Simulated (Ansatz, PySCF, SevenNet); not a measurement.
## Ladder of methods for the bulk modulus B0 of rock-salt MgS

Reference value: 81 GPa (measured, corrected for zero-point motion; as tabulated in Goldzak et al. (2022), arXiv:2208.04865).

```
level (code)                   value (GPa)  cell (Å³/atom)
-----------------------------  -----------  --------------
SevenNet-l3i5                         72.7           17.86
LDA (Ansatz)                          83.2           16.87
BLYP (Ansatz)                            ?           18.50
PBE (Ansatz)                          74.0           17.88
PBE-D3(BJ) (Ansatz)                   81.0           17.12
r²SCAN+rVV10 (Ansatz)                 81.5           17.47
B3LYP (VWN-RPA form) (Ansatz)         74.7           18.03
PBE0 (Ansatz)                         80.2           17.52
r²SCAN0 (Ansatz)                      82.8           17.43
Hartree–Fock (Ansatz)                    ?           18.45
MP2 (PySCF)                              ?           17.36
CCSD(T) (PySCF)                   81.1 ± 3           17.63
```

Question: What belongs in the gaps?

Answer: 
- BLYP (Ansatz, a program for electronic structure), value (GPa): 68.4
- Hartree–Fock (Ansatz), value (GPa): 77.0
- MP2 (PySCF), value (GPa): 85.5 ± 3

Errors against the reference: SevenNet-l3i5 -10.2 %, LDA +2.7 %, BLYP -15.6 %, PBE -8.6 %, PBE-D3(BJ) 0.0 %, r²SCAN+rVV10 +0.6 %, B3LYP (VWN-RPA form) -7.8 %, PBE0 -1.0 %, r²SCAN0 +2.2 %, Hartree–Fock -4.9 %, MP2 +5.6 %, CCSD(T) +0.1 %.

Once the reference is moved by up to 5.0 % (a margin picked here for doubts on the reference and the settings) and values within 1.7 % count as equal, the nearest can be PBE-D3(BJ) (0.0 %), CCSD(T) (+0.1 %), r²SCAN+rVV10 (+0.6 %), PBE0 (-1.0 %), r²SCAN0 (+2.2 %), LDA (+2.7 %), Hartree–Fock (-4.9 %) or MP2 (+5.6 %).

A ± on a computed value is a rough bar: the spread of its extrapolation, a floor set from checks against published values, or a statistical error. Each level is taken at its own relaxed cell. Cutoffs and k meshes differ between the levels. Ansatz's density-functional and Hartree–Fock values are scalar-relativistic unless marked +SOC, with PAW data made under PBE.

Machine-learned potentials (SevenNet-l3i5) are trained on DFT data: a solid inside that data is no test of them.

Differences are worked out from the printed values.
